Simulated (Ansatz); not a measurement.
Basis-set extrapolation for C$_{3}$H$_{4}$FNS, SMILES `CN=C=C(F)S` (PBE0-D4/def2-TZVP geometry, frozen core, the Gaussian-basis code of Ansatz). Multiplicity 1, RHF reference.

|  | def2-TZVPP | def2-QZVPP |
| --- | --- | --- |
| HF | -667.388822 | -667.411952 |
| MP2 correlation | -1.095392 | -1.179402 |
| CCSD(T) correlation | -1.181086 | not run |

Energies in hartree. Use E(X) = E(∞) + A·exp(−7.88·√X) for Hartree–Fock and E(X) = E(∞) + B·X^(−2.97) for correlation, with X = 3 and 4, and add CCSD(T) minus MP2 of the smaller set to the MP2 limit.

**Question.** What is the CCSD(T) energy at the basis-set limit?

**Answer.** HF limit: -667.411952 + (-0.023130) × 0.13774 = -667.41514. MP2 limit: -1.179402 + (-0.084010) × 0.74074 = -1.24163. Higher-order term: -1.181086 − (-1.095392) = -0.08569. Total: -668.74246 hartree, 453.0 kJ/mol below CCSD(T)/def2-TZVPP.
